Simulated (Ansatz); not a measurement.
## What a trial cell of NaTiBr3 relaxes into

Method: DFT PBE, scalar-relativistic, plane waves, PAW (Ansatz).

The start puts NaTiBr3 on the cubic perovskite structure type (Pm-3m, No. 221), with Na in place of Sr, Br in place of O, at a guessed volume.

The final relaxation ran on this input, with the default PAW datasets:

```yaml
crystal:
  lattice:
    - [5.2882304286, 0.0, 0.0]
    - [0.0, 5.2882304286, 0.0]
    - [0.0, 0.0, 5.2882304286]
  atoms:
    - { symbol: Na, position: [0.0, 0.0, 0.0] }
    - { symbol: Ti, position: [0.5, 0.5, 0.5], spin: 1.67 }
    - { symbol: Br, position: [0.0, 0.5, 0.5] }
    - { symbol: Br, position: [0.5, 0.0, 0.5] }
    - { symbol: Br, position: [0.5, 0.5, 0.0] }
basis:
  ecutwfc: 420
kpoints:
  mp_grid: { grid: [8, 8, 8] }
hamiltonian:
  xc: pbe
scf:
  occupations: { method: gaussian, width: 0.1 }
output:
  forces: true
  stress: true
  eigenvalues: true
  populations: true
magnetization:
  spin_polarized: true
relax:
  adjacent_minimum: "off"
  f_tol: 0.01
  max_steps: 80
  cell: { stress_tol: 0.05 }
```

Launched as:

```bash
ansatz run input.yaml --threads 1 --pin off --max-ram 2560MiB --backend cpu --events-out ev --progress --plain --runs-dir out
```

It took 76 s on 1 thread of Arm Neoverse V2, with other jobs on the host, peak memory 0.54 GiB.

The program printed at the end:

```
SCF converged after 9 iterations
Magnetization: 2.0000 μB (22.0000 up, 20.0000 down)
Absolute magnetization: 2.0515 μB (∫|ρ↑−ρ↓|, with the PAW one-centre terms)
Spin contamination: 0.0084 ħ² per cell (⟨S²⟩ above its minimum at these occupations)
Per-site moments (μB) at R_I (Å): [(0.005011, 1.546548), (1.526574, 1.093574), (0.004653, 1.093574), (0.004653, 1.093574), (0.004653, 1.093574)]
Free energy (F): -12340.992537 eV
Harris-Foulkes:  -12340.992537 eV  (|F-HF|=0.00e0)
Internal energy: -12340.965385 eV  (E = F + TS)
E sigma→0 (E₀):  -12340.978961 eV
Entropy (-TS):   -0.027152 eV (-5.430 meV/atom)
Fermi energy:    5.524907 eV
--- Per-component energies (eV) ---
  E_band       = -533.933145
  E_kinetic    = 794.188134
  E_local      = -3515.243262  (includes V_loc(G=0)·N_el)
  E_nonlocal   = 338.656306
  E_hartree    = 1289.904699
  E_xc         = -929.791102
  E_vxc        = -482.463286  (∫ρ·V_xc dr)
  E_paw        = -8053.029889  (= ΣΔE_a)
  E_vpaw       = -248.880526  (= ΣTr[D̂ρ^β])
  E_aug_tail   = 0.000076  (compensation charges beyond the density's cutoff)
  E_ewald      = -2265.650347
  E_smearing   = -0.027152  (= −TS)
  E_closure    =  0.000000  (closes the sum)
  Σ components = -12340.992537   (vs F -12340.992537, Δ=0.00e0)
--- Forces (eV/Å), atoms counted from 1 ---
  atom   1  Na     0.00000000     0.00000000     0.00000000
  atom   2  Ti     0.00000000     0.00000000     0.00000000
  atom   3  Br     0.00000000     0.00000000     0.00000000
  atom   4  Br     0.00000000     0.00000000     0.00000000
  atom   5  Br     0.00000000     0.00000000     0.00000000
  max |Σ_I F_I| component: 4.24e-29 eV/Å
--- Stress (GPa, compression-positive) ---
        0.000059       0.000000       0.000000
        0.000000       0.000059       0.000000
        0.000000       0.000000       0.000059
  P = ⅓ Tr σ = 0.0001 GPa (0.001 kbar)
  k-point 0 ↑: bands = ["-52.5186", "-49.0009", "-28.8494", "-28.8494", "-28.8494", "-20.9021", "-20.9021", "-20.9021", "-11.2529", "-10.5955", "-10.5955", "-0.2669", "-0.2669", "-0.2669", "1.7143", "1.7143", "1.7143", "2.0612", "2.0612", "2.0612", "4.6497", "4.6497", "4.6497", "5.7547", "5.9196", "5.9196", "7.4381"]
  k-point 1 ↑: bands = ["-52.5186", "-49.0009", "-28.8496", "-28.8494", "-28.8494", "-20.9022", "-20.9021", "-20.9021", "-11.2283", "-10.6087", "-10.5946", "-0.2943", "-0.2325", "-0.2325", "1.6414", "1.6414", "1.6815", "1.8084", "2.0109", "2.0109", "4.6536", "4.7942", "4.7942", "5.9201", "5.9293", "6.1111", "7.6923"]
  k-point 2 ↑: bands = ["-52.5186", "-49.0009", "-28.8503", "-28.8493", "-28.8493", "-20.9023", "-20.9021", "-20.9021", "-11.1630", "-10.6466", "-10.5926", "-0.3515", "-0.1369", "-0.1369", "1.3039", "1.4134", "1.4134", "1.6048", "1.9603", "1.9603", "4.6630", "5.1160", "5.1160", "5.9213", "6.2151", "6.5383", "8.5157"]
  k-point 34 ↓: bands = ["-50.9927", "-48.9999", "-27.3257", "-27.3257", "-27.3257", "-20.9011", "-20.9011", "-20.9011", "-10.6944", "-10.6944", "-10.6944", "-1.5070", "0.0269", "0.0269", "0.0269", "0.5316", "0.5316", "2.5420", "2.5420", "2.5420", "6.4789", "7.6327", "7.6327", "7.6327", "9.1012", "9.1012", "9.5902"]
--- Relaxed structure (3 steps of the walk, 3 accepted, 1 SCFs on fresh bases) ---
  F+E_penalty+E_count = -12340.99253675 eV   max|allowed force component| = 3.148e-29 eV/Å   (the final SCF, on the basis selected at the relaxed cell)
  cell:  # Å, volume = 149.0607 Å³
    - [5.302179, 0.000000, 0.000000]
    - [0.000000, 5.302179, 0.000000]
    - [0.000000, 0.000000, 5.302179]
  atoms:
    - { symbol: Na, position: [0.000000, 0.000000, 0.000000] }
    - { symbol: Ti, position: [0.5, 0.5, 0.5] }
    - { symbol: Br, position: [0.000000, 0.5, 0.5] }
    - { symbol: Br, position: [0.5, 0.000000, 0.5] }
    - { symbol: Br, position: [0.5, 0.5, 0.000000] }
--- Löwdin populations: 5 sites ---
  site symbol q [e]    m [muB]
     0     Na      8.2582     0.0113
     1     Ti     11.3806     1.9494
     2     Br      7.4033    -0.0039
     3     Br      7.4033    -0.0039
     4     Br      7.4033    -0.0039
  spilling = 0.003600 (of n_electrons = 42.000000)
```

Total energies depend on the potentials used, so only differences within one code and one set of settings carry meaning.

The result has space group Pm-3m (No. 221). Around Na lie 12 Br at 3.75 Å; Ti is coordinated by 6 Br at 2.65 Å; Br is coordinated by 2 Ti at 2.65 Å.

Against the elements it lies at -1.07 eV/atom. Formation energies are uncorrected and refer to the elements' standard structures at the same level.

The k mesh leaves about 4 meV/atom of noise in metals.

A structure relaxed within its symmetry needn't be a true minimum.